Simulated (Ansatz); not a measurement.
A made-up structure of MgNH2S (charge -1), closed shell:

```xyz
5
angstrom
N -0.7187 0.5449 -0.3685
Mg 0.7123 -0.5406 0.3661
S 2.3333 -1.7701 1.1981
H -0.8996 1.5196 -0.1708
H 3.2772 -2.7385 1.3431
```

It is relaxed with PBE-D4/def2-SVPD and then PBE0-D4/def2-TZVPD (Ansatz 0.2.0). Atoms count as bonded within 1.22 times the sum of their covalent radii (H–H: 0.88 Å). The end point is not checked to be a true minimum.

Q: Does its bonding change? (Judge from chemistry; the calculation decides.)

A: By the calculation: No: no bond forms or breaks.

Where it ends: The first stage lowers the energy by 0.82 eV in 10 steps. It ends as MgNH₂S ([NH][Mg][SH]), total charge -1:
```
5
angstrom
N -0.6736 0.3601 -0.0716
Mg 0.8566 -0.3883 0.6425
S 2.4595 -1.7681 1.7620
H -0.7264 1.2308 -0.5981
H 2.7884 -2.4194 0.6331
```

Labels in which every atom is bracketed show which atoms are joined, not bond orders.

For scale, one of the runs: PBE0-D4/def2-TZVPD relaxation, 136 basis functions, launched by `ansatz run in.yaml --threads 2 --pin off --events-out ev --progress --plain --max-ram 4352MiB`. The run took about 20 s on 2 CPU threads of an Arm Neoverse V2 (shared host).
